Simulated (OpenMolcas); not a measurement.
Setting up doublet [C2H2F4]+ in OpenMolcas

[C2H2F4]+ has 8 atoms, charge +1, and is taken as a doublet. As SMILES of the parent species, `FCC(F)(F)F`. Geometry: relaxed at PBE0-D4/def2-TZVP. That shape belongs to the parent species and isn't relaxed for this state.

```jsonl
{"atom": "F", "x (Å)": "-0.2246", "y (Å)": "-1.5065", "z (Å)": "0.9152"}
{"atom": "C", "x (Å)": "-0.2112", "y (Å)": "-0.7378", "z (Å)": "-0.2117"}
{"atom": "C", "x (Å)": "0.2112", "y (Å)": "0.6743", "z (Å)": "0.1355"}
{"atom": "F", "x (Å)": "1.4344", "y (Å)": "0.7113", "z (Å)": "0.6624"}
{"atom": "F", "x (Å)": "0.2171", "y (Å)": "1.4118", "z (Å)": "-0.9821"}
{"atom": "F", "x (Å)": "-0.6246", "y (Å)": "1.2436", "z (Å)": "1.0029"}
{"atom": "H", "x (Å)": "0.5020", "y (Å)": "-1.1486", "z (Å)": "-0.9301"}
{"atom": "H", "x (Å)": "-1.2123", "y (Å)": "-0.7051", "z (Å)": "-0.6479"}
```

Settings wanted:

| Setting | Value |
| --- | --- |
| method | DFT |
| reference | UKS |
| basis set | pcseg-1 |
| task | energy |
| functional | r2SCAN0 |
| nucleus | point |
| SCF convergence threshold | 1e-07 |

Problem. Give an OpenMolcas 26.06 job that does this.

Solution. This one ran through:

struct.xyz:
```
8

F     -0.224600    -1.506500     0.915200
C     -0.211200    -0.737800    -0.211700
C      0.211200     0.674300     0.135500
F      1.434400     0.711300     0.662400
F      0.217100     1.411800    -0.982100
F     -0.624600     1.243600     1.002900
H      0.502000    -1.148600    -0.930100
H     -1.212300    -0.705100    -0.647900
```

job.inp:
```
* C2H2F4 Kohn-Sham DFT
>>> EXPORT MOLCAS_PRINT=2

&gateway
  baslib=$CurrDir
  coord=struct.xyz
  basis=pcseg-1
  group=NoSym

&seward

&scf
  uhf
  charge=1
  spin=2
  ksdft=HYB_MGGA_XC_R2SCAN0
  thresholds=1e-07 0.0001 0.0001 0.001
  prorbitals=0
```

```bash
$ export MOLCAS_MEM=1860
$ pymolcas job.inp > job.log
```

(Basis files named in the input come from the Basis Set Exchange and aren't shown.)

Calculated total energy: -475.91486 Eh.
